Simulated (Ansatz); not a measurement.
System: COS, charge 0, singlet. COS (sulfanylidenemethanone, SMILES O=C=S).
B3LYP-D3(BJ)/def2-TZVP minimum from Ansatz (a program for electronic structure):
```xyz
3

O      0.0000     0.0000    -1.6805
C      0.0000     0.0000    -0.5250
S      0.0000     0.0000     1.0371
```

Total energies in cc-pV(T+d)Z, 16 correlated electrons, 7 frozen orbitals. UHF or UKS for unpaired electrons; spin-orbit terms are left out. Cores are frozen in correlated methods. No relativity.

```csv
method,program,energy (Eh),minus CCSDT(Q) (mEh)
HF,Ansatz,-510.34174,582.60
MP2,Ansatz,-510.88732,37.03
CCSD,Ansatz,-510.89038,33.97
CCSD(T),Ansatz,-510.92169,2.66
CCSDT(Q),Ansatz,-510.92435,0.00
```

Rough core times of Ansatz's runs on a shared machine: CCSD(T) under 20 s, CCSDT(Q) 3 min.
